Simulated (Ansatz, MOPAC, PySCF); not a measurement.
Species: CH2N, charge 1, multiplicity 1. SMILES: C#[NH+]
Structure (B3LYP-D3(BJ)/def2-TZVP (Ansatz, a quantum-chemistry and plane-wave program) minimum search):
```xyz
4

C      0.0000     0.0000    -0.5980
N      0.0000     0.0000     0.5315
H      0.0000     0.0000    -1.6793
H      0.0000     0.0000     1.5473
```
Charge +1, spin multiplicity 1.

Unscaled harmonic wavenumbers (cm⁻¹) in rising order, each level at the stationary point that it reaches from this structure (no distance between atoms moves by over 0.3 Å); the order of modes can differ between levels, and a negative number is imaginary. B3LYP-D3(BJ)/def2-TZVP (PySCF, at the structure above): 674, 674, 839, 839, 2248, 3310, 3617.

PM6 (MOPAC): 764, 764, 964, 964, 2146, 2580, 2733. Zero-point energy 15.6 against 17.4 kcal/mol; where all levels lie over 400 cm⁻¹, the wavenumbers are on average 1.008 times those of B3LYP-D3(BJ)/def2-TZVP.

PM7 (MOPAC): 788, 788, 970, 970, 2201, 2594, 2766. Zero-point energy 15.8 against 17.4 kcal/mol; where all levels lie over 400 cm⁻¹, the wavenumbers are on average 1.025 times those of B3LYP-D3(BJ)/def2-TZVP.

B3LYP/6-31G* (Ansatz): 658, 658, 842, 842, 2260, 3354, 3672. Zero-point energy 17.6 against 17.4 kcal/mol; where all levels lie over 400 cm⁻¹, the wavenumbers are on average 0.999 times those of B3LYP-D3(BJ)/def2-TZVP.
